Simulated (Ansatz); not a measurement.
For litharge SnO, PBEsol+SOC (Ansatz, a quantum-chemistry and plane-wave program, plane waves, PAW) gives:

* **lattice constant a**: 3.804 Å
* **c axis length**: 4.748 Å
* **band gap at the measured cell**: 0.03 eV

### Question
What does HSE06 (Ansatz, plane waves, PAW) give for the same quantities?

### Answer

- lattice constant a: 3.799 Å (decreases by 0.1 %)
- lattice parameter c: 5.014 Å (increases by 5.6 %)
- band gap at the measured cell: 0.42 eV (goes up by 0.39 eV)

For comparison: lattice constant a 3.801 Å (measured, temperature not stated, no zero-point or thermal correction; as tabulated in Electronic properties of the Sn1−xPbxO alloy and band alignment of the SnO/PbO …); lattice parameter c 4.835 Å (measured, temperature not stated, not corrected to a static lattice; as tabulated in Electronic properties of the Sn1−xPbxO alloy and band alignment of the SnO/PbO …); band gap 0.7 eV (measured, temperature not stated, no zero-point or thermal correction; as tabulated in Waroquiers et al. (2013), arXiv:1302.6756).

Changes are worked out from the printed values.

Unless a cell is named, each level is at its own relaxed cell (PBEsol+SOC 17.17, HSE06 18.10 Å³/atom).

Levels without +SOC have no spin–orbit coupling; where heavier elements are present it shifts gaps, mostly down, and can invert bands. Density-functional gaps are differences of (generalised) Kohn–Sham levels.

Caveats: the cell comes from a level without a dispersion term, which matters for the spacing of layers, chains or molecules (PBEsol+SOC, HSE06). Ansatz's density-functional and Hartree–Fock values are scalar-relativistic unless marked +SOC, with PAW data made under PBE.
